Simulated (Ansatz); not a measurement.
Saddle point of C$_{2}$H$_{8}$N, doublet (CH₅N ([CH3][NH2]) + CH₃ → CH₄N ([CH2][NH2]) + CH₄; bonds formed: H1–C4; bonds broken: H1–C2), PBE0-D4/def2-TZVP structure:

| atom | x (Å) | y (Å) | z (Å) |
| --- | --- | --- | --- |
| H1 | -0.2700 | -0.2299 | 0.2717 |
| C2 | 0.8186 | 0.2830 | 0.6564 |
| N3 | 1.5218 | 0.9697 | -0.3709 |
| C4 | -1.5296 | -0.8068 | -0.2304 |
| H5 | 1.3947 | -0.5580 | 1.0458 |
| H6 | 0.5332 | 0.9548 | 1.4675 |
| H7 | 0.9986 | 1.7489 | -0.7456 |
| H8 | 1.7872 | 0.3618 | -1.1333 |
| H9 | -2.0613 | 0.0506 | -0.6333 |
| H10 | -1.9893 | -1.2484 | 0.6488 |
| H11 | -1.2041 | -1.5258 | -0.9768 |

Energies are electronic, without zero-point energy. Barriers and step energies count from the start structure reached by relaxing down the imaginary mode; all methods use the PBE0-D4 structures, on which another method's saddle can fall below an end. Program: Ansatz 0.2.0. Basis: def2-TZVPP, with def2-QZVPP for the basis limit. Cores are frozen in the correlated methods; orbitals are unrestricted. B3LYP uses VWN-RPA correlation. Extrapolation: Hartree–Fock as exp(−7.88 √X), correlation as X^−2.97.

| method | barrier (kJ/mol) | step energy (kJ/mol) |
| --- | --- | --- |
| SPW92 | -15.2 | -74.7 |
| PBE-D4 | 14.5 | -62.6 |
| BLYP-D4 | 22.2 | -61.4 |
| r2SCAN-D4 | 32.0 | -54.9 |
| B97M-V | 39.1 | -55.2 |
| PBE0-D4 | 33.6 | -57.2 |
| B3LYP-D4 | 35.9 | -58.3 |
| r2SCAN0-D4 | 44.5 | -52.5 |
| BHLYP-D4 | 56.9 | -51.9 |
| CAM-B3LYP-D4 | ? | -58.5 |
| wB97X-V | ? | -57.6 |
| wB97M-V | 50.0 | -56.6 |
| B2PLYP | 47.0 | -55.5 |
| PBE-QIDH | 50.5 | -52.3 |
| RPA on PBE | 54.4 | -51.3 |
| HF | 104.5 | -35.4 |
| MP2 | ? | -48.8 |
| CCSD | 63.5 | -46.8 |
| CCSD(T) | 55.8 | -48.9 |

**Question.** Fill in the withheld barriers. (To be estimated.)

**Answer.** By the calculation: MP2 60.8; CAM-B3LYP-D4 43.9; wB97X-V 45.6 kJ/mol. Each is the energy of the saddle less that of the start structure, by the same method.

For comparison, the barrier by CCSD(T) at an estimated basis limit (MP2 extrapolated from triple and quadruple zeta, plus CCSD(T) − MP2 in triple zeta) is 54.2 kJ/mol.

No T1 diagnostic of these runs exceeds 0.016. ⟨S²⟩ of the unrestricted Hartree–Fock references: 0.76 to 0.79 (a pure state has 0.75).

Labels in which every atom is bracketed show which atoms are joined, not bond orders.

For scale, one of the runs: CCSD(T)/def2-TZVPP, 205 basis functions (an equivalent command: `ansatz run in.yaml --threads 4`). The run took 2.5 min on 4 CPU threads (shared host), with 7.3 GiB of host memory at its peak.
